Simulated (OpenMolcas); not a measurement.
# H2S (hydrogen sulfide): a chain of runs

Aim: a series of 9 runs (HF/3-21G, CASSCF(8,6)/3-21G, CASPT2(8,6)/3-21G, CASPT2[IPEA 0](8,6)/3-21G, SC-NEVPT2(8,6)/3-21G, PC-NEVPT2(8,6)/3-21G, MC-PDFT[tPBE](8,6)/3-21G, MRCI(8,6)/3-21G, and more) of H2S (hydrogen sulfide). 

The calculation is run with OpenMolcas 26.06.

## Step 1: Starting point

H2S: 3 atoms, total charge 0, spin state singlet. SMILES: `S`. The S1–H3 distance was set to 2.682 Å, away from the relaxed value. At this shape a bond of the SMILES string is far longer than usual.

Bond lengths: S1–H2 1.341 Å.

## Step 2: A single-point energy at HF/3-21G (run 1)

step1.input

```
* H2S Hartree-Fock

&GATEWAY
  BasLib=$CurrDir
  Coord
  3
  angstrom
  S        1.584373       0.155889       0.894084
  H        1.186773       1.434189       0.812584
  H       -0.593400      -0.717100      -0.406300
  Basis=3-21G
  Group=NoSym

&SEWARD

&SCF
  PrOrbitals=1 1
```

The basis set 3-21G is read from a file made from the Basis Set Exchange's data (not shown).

On the command line:

```bash
$ export MOLCAS_MEM=1860
$ pymolcas step1.input > step1.log
```

The log of the run:

```text
--- Start Module: gateway ---
[...]
--- Stop Module: gateway /rc=_RC_ALL_IS_WELL_ ---
--- Start Module: seward ---
[...]
      Basis functions           17
--- Stop Module: seward /rc=_RC_ALL_IS_WELL_ ---
--- Start Module: scf ---
[...]
       Convergence after  10 Iterations
[...]
::    Total SCF energy                               -396.5301713354
[...]
      Total spin, S                                     0.0000000000
[...]
      Total electronic charge=   18.000000
      Total            charge=   -0.000000
[...]
      Dipole Moment (debye):
      Origin of the operator (angstrom)=    1.5080    0.1679    0.8531
                   X= -1.2977E+00               Y=  9.2321E-01               Z= -6.1834E-01           Total=  1.7084E+00
      Quadrupole Moment (debye*angstrom):
[...]
--- Stop Module: scf /rc=_RC_ALL_IS_WELL_ ---
[...]
```

Run time: 1.6 s. Hardware: 1 thread of Arm Neoverse V1, shared host; peak memory 0.37 GiB.

## Step 3: A single-point energy at CASSCF(8,6)/3-21G (run 2)

step2.inp

```
>>> EXPORT MOLCAS_PRINT=2

&GATEWAY
  BASLIB
  $CurrDir
  COORD
  3
  angstrom
  S        1.584373       0.155889       0.894084
  H        1.186773       1.434189       0.812584
  H       -0.593400      -0.717100      -0.406300
  BASIS
  3-21G
  GROUP
  NoSym

&SEWARD

&RASSCF
  FILEORB
  $CurrDir/step1.ScfOrb
  SPIN
  1
  NACTEL
  8 0 0
  INACTIVE
  5
  RAS2
  6
  ORBLISTING
  Nothing
  ORBAPPEAR
  Compact
```

The basis set 3-21G is read from a file made from the Basis Set Exchange's data (not shown).

On the command line:

```bash
$ export MOLCAS_MEM=1860
$ pymolcas step2.inp > step2.log
```

The log of the run:

```text
--- Start Module: gateway ---
[...]
--- Stop Module: gateway /rc=_RC_ALL_IS_WELL_ ---
--- Start Module: seward ---
[...]
      Basis functions           17
--- Stop Module: seward /rc=_RC_ALL_IS_WELL_ ---
--- Start Module: rasscf ---
[...]
      Number of active orbitals                  6
[...]
      Spin quantum number                      0.0
[...]
      Active orbitals                            6
[...]
      Number of CSFs                           105
[...]
      Number of root(s) required                 1
[...]
      Convergence after 10 iterations
[...]
      printout of CI-coefficients larger than  0.05 for root  1
      energy=    -396.648243
      conf/sym  111111     Coeff  Weight
             1  222200  -0.85566 0.73216
             3  222020   0.50087 0.25087
            52  202202   0.10352 0.01072
            54  202022  -0.06141 0.00377
      Natural orbitals and occupation numbers for root  1
      sym 1:   1.998352   1.969858   1.999495   1.488763   0.511780   0.031752
      ************************************************************************************************************************
      *                                                    Final results                                                     *
[...]
::    RASSCF root number  1 Total energy:   -396.64824298
[...]
      Total electronic charge=   18.000000
      Total            charge=   -0.000000
[...]
      Dipole Moment (debye):
      Origin of the operator (angstrom)=    1.5080    0.1679    0.8531
                   X= -5.3070E-01               Y=  1.1242E+00               Z= -1.7190E-01           Total=  1.2550E+00
      Quadrupole Moment (debye*angstrom):
[...]
--- Stop Module: rasscf /rc=_RC_ALL_IS_WELL_ ---
[...]
```

Wall time 1.8 s (1 thread of Arm Neoverse V1, shared host); peak memory 0.37 GiB.

Runs 3 to 5 aren't shown in full; the table further down has their settings and results.

## Step 4: A single-point energy at PC-NEVPT2(8,6)/3-21G (run 6)

step6.inp

```
* H2S NEVPT2
&GATEWAY
BasLib=$CurrDir
Coord
3
angstrom
S        1.584373       0.155889       0.894084
H        1.186773       1.434189       0.812584
H       -0.593400      -0.717100      -0.406300
Basis=3-21G
Group=NoSym
&SEWARD
&RASSCF
FileOrb=$CurrDir/step2.RasOrb
Spin=1
Nactel=8 0 0
Inactive=5
Ras2=6
OrbListing=Nothing
OrbAppear=Compact
&CASPT2
PC-NEVPT2
Frozen=5
```

The basis set 3-21G is read from a file made from the Basis Set Exchange's data (not shown).

On the command line:

```bash
$ export MOLCAS_MEM=1860
$ pymolcas step6.inp > step6.log
```

The log of the run:

```text
--- Start Module: gateway ---
[...]
--- Stop Module: gateway /rc=_RC_ALL_IS_WELL_ ---
[...]
      Basis functions           17
[...]
--- Start Module: rasscf ---
[...]
      Number of active orbitals                  6
[...]
      Spin quantum number                      0.0
[...]
      Active orbitals                            6
[...]
      Number of CSFs                           105
[...]
      Number of root(s) required                 1
[...]
      Convergence after  4 iterations
[...]
      printout of CI-coefficients larger than  0.05 for root  1
      energy=    -396.648243
      conf/sym  111111     Coeff  Weight
             1  222200  -0.85566 0.73216
             3  222020   0.50087 0.25087
            52  202202   0.10352 0.01072
            54  202022  -0.06141 0.00377
      Natural orbitals and occupation numbers for root  1
      sym 1:   1.998352   1.969858   1.999495   1.488763   0.511780   0.031752
      ************************************************************************************************************************
      *                                                    Final results                                                     *
[...]
::    RASSCF root number  1 Total energy:   -396.64824298
[...]
      Total electronic charge=   18.000000
      Total            charge=   -0.000000
[...]
      Dipole Moment (debye):
      Origin of the operator (angstrom)=    1.5080    0.1679    0.8531
                   X= -5.3070E-01               Y=  1.1242E+00               Z= -1.7190E-01           Total=  1.2550E+00
      Quadrupole Moment (debye*angstrom):
[...]
--- Stop Module: rasscf /rc=_RC_ALL_IS_WELL_ ---
--- Start Module: caspt2 ---
[...]
 ###    WARNING: User changed nr of frozen orbitals.                         ###
 ###############################################################################
[...]
      E2 (Variational):          -0.0247030497
[...]
      E2 (Variational):          -0.0243172815
      Total energy:            -396.6725602656
[...]
      Reference weight:           0.99088
[...]
::    PC-NEVPT2 Root  1     Total energy:   -396.67294603
[...]
--- Stop Module: caspt2 /rc=_RC_ALL_IS_WELL_ ---
[...]
```

Run time: 1.8 s. Hardware: 1 thread of Arm Neoverse V1, shared host; peak memory 0.37 GiB.

Runs 7 to 8 aren't shown in full; the table further down has their settings and results.

## Step 5: The energy at MRACPF(8,6)/3-21G (run 9)

step9.input

```
&GATEWAY
BasLib=$CurrDir
Coord
3
angstrom
S        1.584373       0.155889       0.894084
H        1.186773       1.434189       0.812584
H       -0.593400      -0.717100      -0.406300
Basis=3-21G
Group=NoSym
&SEWARD
&RASSCF
FileOrb=$CurrDir/step2.RasOrb
Spin=1
Nactel=8 0 0
Inactive=5
Ras2=6
OrbListing=Nothing
OrbAppear=Compact
&MOTRA
LumOrb
Frozen=5
&GUGA
Electrons=8
Spin=1
Inactive=0
Active=6
CIAll=1
&MRCI
ACPF
```

The basis set 3-21G is read from a file made from the Basis Set Exchange's data (not shown).

On the command line:

```bash
$ export MOLCAS_MEM=1860
$ pymolcas step9.input > step9.log
```

The log of the run:

```text
--- Start Module: gateway ---
[...]
--- Stop Module: gateway /rc=_RC_ALL_IS_WELL_ ---
[...]
      Basis functions           17
[...]
      Number of active orbitals                  6
[...]
      Spin quantum number                      0.0
[...]
      Active orbitals                            6
[...]
      Number of CSFs                           105
[...]
      Number of root(s) required                 1
[...]
      Convergence after  4 iterations
[...]
      printout of CI-coefficients larger than  0.05 for root  1
      energy=    -396.648243
      conf/sym  111111     Coeff  Weight
             1  222200  -0.85566 0.73216
             3  222020   0.50087 0.25087
            52  202202   0.10352 0.01072
            54  202022  -0.06141 0.00377
      Natural orbitals and occupation numbers for root  1
      sym 1:   1.998352   1.969858   1.999495   1.488763   0.511780   0.031752
      ************************************************************************************************************************
      *                                                    Final results                                                     *
[...]
::    RASSCF root number  1 Total energy:   -396.64824298
[...]
      Dipole Moment (debye):
      Origin of the operator (angstrom)=    1.5080    0.1679    0.8531
                   X= -5.3070E-01               Y=  1.1242E+00               Z= -1.7190E-01           Total=  1.2550E+00
      Quadrupole Moment (debye*angstrom):
[...]
      *** WARNING: Default frozen orbitals is overwritten by user input.
      *** Default values:   5
[...]
--- Start Module: guga ---
[...]
--- Stop Module: guga /rc=_RC_ALL_IS_WELL_ ---
--- Start Module: mrci ---
[...]
       USE THE DEFAULT ACPF G-VALUE GFAC=  0.25000000000000000
[...]
    MR ACPF CALCULATION.
[...]
            REFERENCE CI ENERGY:  -396.64824298
[...]
        ACPF CORRELATION ENERGY:    -0.03298857
                    ACPF ENERGY:  -396.68123156
[...]
      Total electronic charge=   18.000000
      Total            charge=    0.000000
[...]
  ACPF State   1     Total energy:   -396.68123156
[...]
--- Stop Module: mrci /rc=_RC_ALL_IS_WELL_ ---
[...]
```

It took 1.9 s on 1 thread of Arm Neoverse V1, shared host; peak memory 0.37 GiB.

## Step 6: The series

| run | level | active rule | inactive | energy (Eh) | dipole moment (D) of the reference | wall time |
| --- | --- | --- | --- | --- | --- | --- |
| 1 | HF/3-21G | – | – | -396.530171 | 1.71 | 1.6 s |
| 2 | CASSCF(8,6)/3-21G | full valence | 5 | -396.648243 | 1.25 | 1.8 s |
| 3 | CASPT2(8,6)/3-21G | full valence | 5 | -396.675735 | 1.25 | 1.7 s |
| 4 | CASPT2[IPEA 0](8,6)/3-21G | full valence | 5 | -396.676289 | 1.25 | 1.8 s |
| 5 | SC-NEVPT2(8,6)/3-21G | full valence | 5 | -396.672560 | 1.25 | 1.8 s |
| 6 | PC-NEVPT2(8,6)/3-21G | full valence | 5 | -396.672946 | 1.25 | 1.8 s |
| 7 | MC-PDFT[tPBE](8,6)/3-21G | full valence | 5 | -397.084953 | 1.25 | 1.9 s |
| 8 | MRCI(8,6)/3-21G | full valence | 5 | -396.680819 | 1.25 | 1.9 s |
| 9 | MRACPF(8,6)/3-21G | full valence | 5 | -396.681232 | 1.25 | 1.9 s |

## Step 7: Summary of results

| quantity | value |
| --- | --- |
| run 9, MRACPF(8,6)/3-21G: total energy | -396.68123 Eh |
| run 9, MRACPF(8,6)/3-21G: dipole moment (CASSCF density) | 1.25 D |

Below the HF energy at the same shape and in the same basis (3-21G): CASSCF(8,6) -118.1 mEh; CASPT2(8,6) -145.6 mEh; CASPT2[IPEA 0](8,6) -146.1 mEh; SC-NEVPT2(8,6) -142.4 mEh; PC-NEVPT2(8,6) -142.8 mEh; MRCI(8,6) -150.6 mEh. Active-space methods hold only the correlation inside their space unless a perturbation or CI step follows. In run 1 a closed-shell determinant meets a far-stretched bond, which it describes badly. All runs together took 16 s, the longest 1.9 s.
